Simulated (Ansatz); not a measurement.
# NaMo: from a trial structure to a relaxed crystal

Level of theory: DFT PBE, scalar-relativistic, plane waves, PAW in Ansatz 0.2.0. Cutoff 420 eV, Γ-centred k mesh, Gaussian smearing, no spin polarisation in the final step.

NaMo was placed on the CuAu (L1_0) structure type (P4/mmm, No. 123), with Na in place of Cu, Mo in place of Au, at a guessed volume.

```xyz
2
Lattice="3.0474 0.0000 0.0000 0.0000 3.0474 0.0000 0.0000 0.0000 3.9943" Properties=species:S:1:pos:R:3 pbc="T T T"
Na    1.5237    1.5237    1.9971
Mo    0.0000    0.0000    0.0000
```

Cell and atoms relax at zero pressure; the relaxation can't lower the symmetry of the start.

Formation energies are uncorrected and refer to the elements' standard structures at the same level.

Problem. Which crystal results?

Solution. It keeps P4/mmm (No. 123), but not the shape of the type it started on. Conventional cell: a = 2.599 Å, c = 5.586 Å. Around Na lie 4 Na at 2.60 Å; Mo is coordinated by 4 Mo at 2.60 Å.

```xyz
2
Lattice="2.5989 0.0000 0.0000 0.0000 2.5989 0.0000 0.0000 0.0000 5.5861" Properties=species:S:1:pos:R:3 pbc="T T T"
Na    1.2994    1.2994    2.7931
Mo    0.0000    0.0000    0.0000
```

Problem. What are its volume, energy, density and gap?

Solution. The volume per atom is 18.86 Å³. The density is 5.23 g/cm³ and the energy over the elements is 0.94 eV/atom. The gap on the 18×18×14 mesh is 0 eV (a metal).

The final run used a 18×18×14 mesh on its 2-atom cell and 0.10 eV smearing. The k mesh leaves about 4 meV/atom of noise in metals. A structure relaxed within its symmetry needn't be a true minimum.

Cost: 2 runs of about 3.7 core-minutes in all, on Arm Neoverse V1 (shared hosts).